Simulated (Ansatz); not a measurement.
A made-up structure of CH$_{3}$OSi (charge -1), singlet:

```xyz
6
angstrom
C -0.4903 0.3750 -0.7105
Si 0.3796 -0.4226 0.5532
O 0.6228 -1.9062 0.9361
H -1.0514 -0.1134 -1.5020
H -0.4883 1.4631 -0.7333
H -0.0337 1.2179 -0.2580
```

It is relaxed with PBE-D4/def2-SVPD and then PBE0-D4/def2-TZVPD (Ansatz 0.2.0). Atoms count as bonded within 1.22 times the sum of their covalent radii (H–H: 0.88 Å). The end point is not checked to be a true minimum.

Does its bonding change? (Judge from chemistry; the calculation decides.)

The calculation gives: Yes. Formed: none; broken: H5–H6.

Where it ends: The first stage lowers the energy by 5.84 eV in 10 steps. It ends as CH₃OSi ([CH3][Si][O]), total charge -1:
C1  (-0.374, 0.566, -0.604)
Si2  (0.149, -0.384, 1.039)
O3  (0.514, -1.849, 0.631)
H4  (-0.746, -0.131, -1.365)
H5  (-1.124, 1.344, -0.410)
H6  (0.520, 1.068, -1.005)
(Å)

Labels in which every atom is bracketed show which atoms are joined, not bond orders.

For scale, one of the runs: PBE0-D4/def2-TZVPD relaxation, 147 basis functions, launched by `ansatz run in.yaml --threads 2 --pin off --events-out ev --progress --plain --max-ram 4352MiB`. The run took about 13 s on 2 CPU threads of an Arm Neoverse V2 (shared host).
